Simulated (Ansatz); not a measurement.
**The cluster In₂As+: the relaxed shape and its frontier levels**

What does the cluster In₂As+ look like as a singlet, and where do its frontier electrons sit?

Program: Ansatz 0.2.0, Gaussian basis. Level of theory: RKS PBE0-D4/def2-TZVP. These are calculated values, not measurements.

Levels to be run: relaxation at r2SCAN-D4/def2-TZVP; a search for the lowest solution at PBE0-D4/def2-SVP; a single point at PBE0-D4/def2-TZVP.

4 further runs of the same task are left out: 2 that didn't finish, 2 set aside as unsound or not needed. Runs told in other sessions of the task aren't counted.

## 1. The starting structure

3 atoms, charge 1, spin multiplicity 1.

Atoms are counted from 1 here; the program's logs count them from 0.

Bond lengths: In1–As3 2.544 Å, In2–As3 2.542 Å. Angles: In1–As3–In2 179.8°.

As a file:

```xyz
3

In    2.12013   -1.37064   -0.31032
In   -2.11850    1.37107    0.31269
As   -0.00163   -0.00043   -0.00236
```

In takes a core potential in the def2 sets. No spin-orbit coupling is included. The ion is computed in the gas phase, without counter-ions or solvent.

The start is a GFN1-xTB geometry.

## 2. Relaxation at r2SCAN-D4/def2-TZVP

The input, in.yaml:

```yaml
crystal:
  periodic: [false, false, false]
  atoms:
    - {symbol: In, position_ang: [2.120130, -1.370640, -0.310320]}
    - {symbol: In, position_ang: [-2.118500, 1.371070, 0.312690]}
    - {symbol: As, position_ang: [-0.001630, -0.000430, -0.002360]}
basis:
  gaussian: {orbitals: def2-TZVP}
total_charge: 1
hamiltonian: {xc: r2scan, dispersion: d4}
scf: {lower_state_search: "off"}
output: {orbitals: {seedname: orbitals}}
relax: {f_tol: 0.02, max_steps: 100}
```

Run with:

```
ansatz run in.yaml --threads 4 --pin off --events-out ev --progress --plain --max-ram 3916MiB
```

Further steps of the session: Searching for the lowest solution, PBE0-D4/def2-SVP; Single point, PBE0-D4/def2-TZVP.

**Question.** What will the summary of the whole plan be? Wanted: point group; commonest bond; HOMO, LUMO at PBE0-D4/def2-TZVP.

The runs gave:

```
                       quantity                            value
                    point group                              C2v
                 commonest bond  As–In, 2 of mean length 2.505 Å
HOMO, LUMO at PBE0-D4/def2-TZVP                 -10.30, -9.23 eV
```

The molecule keeps its bonding pattern by the stored test; the atoms moved 0.73 Å (rms), and the angle In1–As3–In2 went from 180° to 115°. No usable vibrations, so a minimum isn't proven. Whether this spin is the lowest isn't tested here.
